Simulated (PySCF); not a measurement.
# C2H6Mg: the cost of one run

Computed with PySCF 2.14.0. Level: levels as typed in each script, gas phase, geometry from GFN2-xTB.

## Step 1: The starting structure

SMILES `C[Mg]C`, 9 atoms, charge 0, spin multiplicity 1.

Bond lengths: C1–Mg2 2.141 Å, C1–H4 1.092 Å, C1–H5 1.092 Å, C1–H6 1.092 Å, Mg2–C3 2.141 Å, C3–H7 1.092 Å, C3–H8 1.092 Å, C3–H9 1.092 Å. Angles: Mg2–C1–H4 111.7°, Mg2–C1–H5 111.5°, Mg2–C1–H6 111.6°, H4–C1–H5 107.2°, H4–C1–H6 107.2°, H5–C1–H6 107.2°, C1–Mg2–C3 179.8°, Mg2–C3–H7 111.5°, Mg2–C3–H8 111.7°, Mg2–C3–H9 111.6°, H7–C3–H8 107.6°, H7–C3–H9 107.2°, H8–C3–H9 106.9°.

As a file:

```
atom    x (Å)    y (Å)    z (Å)
  C1   2.1413  -0.0014   0.0002
 Mg2   0.0000   0.0021  -0.0003
  C3  -2.1412  -0.0008   0.0008
  H4   2.5436  -0.7228   0.7146
  H5   2.5438   0.9778   0.2676
  H6   2.5434  -0.2596  -0.9817
  H7  -2.5434   0.9805   0.2614
  H8  -2.5436  -0.7220   0.7153
  H9  -2.5438  -0.2657  -0.9791
```

## Step 2: Removing and adding an electron (PBE0/def2-svp)

input.py reads:

```python
import numpy as np
from pyscf import gto, scf, dft
from pyscf.scf import atom_ks, atom_hf
from scipy.linalg import block_diag

def solve(mol, dm0=None, hcore=None):
    mf = (dft.UKS if mol.spin else dft.RKS)(mol, xc='pbe0')
    mf.grids.level = 3
    mf = mf.density_fit(auxbasis='def2-universal-jkfit')
    mf.conv_tol, mf.max_cycle = 1e-8, 80
    if hcore is not None:
        mf.get_hcore = lambda *args: hcore
    mf.kernel(dm0)
    if not mf.converged:
        mf = mf.newton().run(mf.mo_coeff, mf.mo_occ, max_cycle=30)
    assert mf.converged, 'SCF not converged'
    return mf

mol = gto.M(atom='''
C      2.14129    -0.00138     0.00021
Mg    -0.00004     0.00207    -0.00035
C     -2.14124    -0.00081     0.00083
H      2.54362    -0.72278     0.71458
H      2.54382     0.97785     0.26760
H      2.54345    -0.25957    -0.98170
H     -2.54339     0.98052     0.26136
H     -2.54360    -0.72199     0.71529
H     -2.54376    -0.26572    -0.97914
''', basis='def2-svp', charge=0, spin=0, verbose=4)
mf = solve(mol)
out = dict(e0=mf.e_tot, dm0=mf.make_rdm1(), c=mf.mo_coeff, occ=mf.mo_occ, eps=mf.mo_energy)
for name, dq, spin in [('cation', 1, 1), ('anion', -1, 1)]:
    ion = mol.copy().set(charge=mol.charge + dq, spin=spin).build()
    mi = solve(ion)
    if spin and dq > 0 and mol.nao < 130:
        c, _, stable, _ = mi.stability(return_status=True)
        if not stable:
            mi = solve(ion, mi.make_rdm1(c, mi.mo_occ))
    print(name, 'vertical energy change / eV', (mi.e_tot - mf.e_tot) * 27.211386)
    out.update({'e_' + name: mi.e_tot, 'dm_' + name: mi.make_rdm1(), 's2_' + name: mi.spin_square()[0], 'eps_' + name: mi.mo_energy, 'occ_' + name: mi.mo_occ})
# spherically averaged free atoms, for the promolecule
atm = atom_ks.get_atm_nrks(mol, xc='pbe0')
pro = block_diag(*[(atm[a[0]][2] * atm[a[0]][3]) @ atm[a[0]][2].T for a in mol._atom])
np.savez('result.npz', pro=pro, **out)
```

On the command line:

```console
$ OMP_NUM_THREADS=1 python input.py
```

Q: Estimate wall time and peak memory on 1 thread of Arm Neoverse N1, shared host.

About 1.7 min, with a peak of 0.45 GiB.
